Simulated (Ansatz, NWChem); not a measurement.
C4H6 (2-butyne): the vertical ionisation energy from total energies

C4H6: 10 atoms, total charge 0, spin state singlet. As SMILES, `CC#CC`. The coordinates come from a PBE0-D4/def2-TZVP relaxation.

Both states at this one shape; open shells run unrestricted unless said. 1 Eh = 27.2114 eV.

```
                                 level  program  singlet C4H6 (Eh)  doublet [C4H6]+ (Eh)
                       r2SCAN/def2-SVP   Ansatz        -155.756496           -155.413719
r2SCAN/6-31++G** (spherical functions)   NWChem        -155.878953           -155.538206
```

Question: Work out the vertical ionisation energy at each level.

Answer: 
1. r2SCAN/def2-SVP: -155.413719 − (-155.756496) = 0.342777 Eh = 9.33 eV.
2. r2SCAN/6-31++G** (spherical functions): -155.538206 − (-155.878953) = 0.340747 Eh = 9.27 eV.

No measured value is set beside it here; the levels span 9.27 to 9.33 eV.
